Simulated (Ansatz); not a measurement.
[BH₂···H···GeH₃], doublet: transfer scan

Starting geometry:

| atom | x (Å) | y (Å) | z (Å) |
| --- | --- | --- | --- |
| B | -2.9359 | 0.0000 | 0.0000 |
| H | -3.5326 | 1.0336 | 0.0000 |
| H | -3.5326 | -1.0336 | 0.0000 |
| H | -1.7424 | 0.0000 | 0.0000 |
| Ge | 0.5181 | 0.0000 | 0.0000 |
| H | 0.9868 | -1.4659 | 0.0000 |
| H | 0.9868 | 0.7330 | -1.2695 |
| H | 0.9868 | 0.7330 | 1.2695 |

From there H4 is moved from one fragment to the other while all else, the fragments' distance too, stays fixed; atoms are numbered as listed. Energies are in kcal/mol, counted from the starting geometry at the same level. Kohn–Sham curves are unrestricted where that lies lower.

Basis cc-pVDZ; Ansatz 0.2.0. Only valence electrons are correlated (noble-gas cores and the filled d shells of p-block atoms frozen). Prefix R: restricted or restricted open-shell reference; prefix U: unrestricted. No spin–orbit coupling is included, and no scalar relativity.

In so small a basis the reference is far from its limit while semilocal and hybrid functionals are nearer theirs (RPA and double hybrids share much of the reference's basis error), so the functionals' errors here hold much of the reference's basis and frozen-core error, which can add to them or hide them.

Full CI isn't at hand for all of this; UCCSDT(Q) serves as the reference, and is uncertain by about the last step of the cluster series.

```csv
distance B1-H4 (Å),UCCSDT(Q),PBE,r2SCAN,B97M-V,PBE0,B3LYP,wB97M-V,B2PLYP,RPA-PBE
1.194,0.0,0.0,0.0,0.0,0.0,0.0,0.0,0.0,0.0
1.298,2.3,0.8,1.4,1.3,1.5,1.8,2.3,2.2,2.1
1.507,13.4,8.7,10.4,9.2,10.7,11.2,13.3,12.7,12.4
1.715,19.7,14.5,16.0,14.7,16.5,17.3,20.3,18.9,18.4
1.924,20.6,18.3,18.1,18.1,18.9,19.8,22.0,20.3,19.7
```
